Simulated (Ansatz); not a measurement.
Input file:

```yaml
crystal:
  periodic: [false, false, false]
  atoms:
    - {symbol: Al, position_ang: [-1.814739, 0.000000, 0.000000]}
    - {symbol: H, position_ang: [-2.607663, 1.373384, 0.000000]}
    - {symbol: H, position_ang: [-2.607663, -1.373384, 0.000000]}
    - {symbol: H, position_ang: [0.004261, 0.000000, 0.000000]}
    - {symbol: Cl, position_ang: [1.529261, 0.000000, 0.000000]}
basis:
  gaussian: {orbitals: cc-pVDZ}
magnetization: {spin_polarized: false, initial_magnetization: 1}
hamiltonian: {xc: {name: r2SCAN}}
correlation: {method: bccd_t, electrons: valence}
```

```sh
$ ansatz run in.yaml --threads 1 --pin off --events-out ev --progress --plain --max-ram 2393MiB
```

The program prints:

```
504 factors; integrals over basis functions are off by at most 1.6e-3 eV
mean field evaluation 1: about -19164.2142 eV, gradient 1.3e1 eV
mean field evaluation 2: about -19164.2128 eV, gradient 1.3e1 eV
mean field evaluation 4: about -19164.8450 eV, gradient 3.5e0 eV
mean field evaluation 8: about -19164.8975 eV, gradient 2.2e-2 eV
mean field evaluation 16: about -19164.8975 eV, gradient 3.9e-6 eV
mean field -19164.89754454 eV, -704.2969943277 hartree, gradient 3.9e-6 eV, S^2 0.750000; 0 other end points of the search recorded, 0 dependent functions left out
10 core orbitals not correlated: weight in the atoms' cores, before any rotation towards them, 1.000 or more for the frozen orbitals, at most 0.000 for the correlated occupied ones
reference -19131.75652360 eV, -703.0790842719 hartree; 7, 6 occupied and 34, 35 virtual orbitals, 504 factors
second order -5.98170259 eV of doubles, -0.22014053 eV of singles
cycle   1  -6.79902956 eV  change   -6.0e-1 eV  update   5.9e-2
cycle   2  -6.98167805 eV  change   -1.8e-1 eV  update   2.0e-2
cycle   3  -7.02369739 eV  change   -4.2e-2 eV  update   8.4e-3
cycle   4  -7.02447980 eV  change   -7.8e-4 eV  update   3.3e-3
cycle   5  -7.02428403 eV  change    2.0e-4 eV  update   1.4e-3
cycle   6  -7.02405567 eV  change    2.3e-4 eV  update   5.6e-4
cycle   7  -7.02398416 eV  change    7.2e-5 eV  update   2.3e-4
cycle   8  -7.02400840 eV  change   -2.4e-5 eV  update   1.0e-4
cycle   9  -7.02400332 eV  change    5.1e-6 eV  update   3.7e-5
cycle  10  -7.02399015 eV  change    1.3e-5 eV  update   1.4e-5
perturbative correction -0.12364036 eV, -0.0045436993 hartree
Total energy: -19138.90415410 eV, -703.3417548482 hartree
```

Ran on 1 thread of Arm Neoverse V1, shared host: 5 s wall, 0.18 GiB peak host memory.
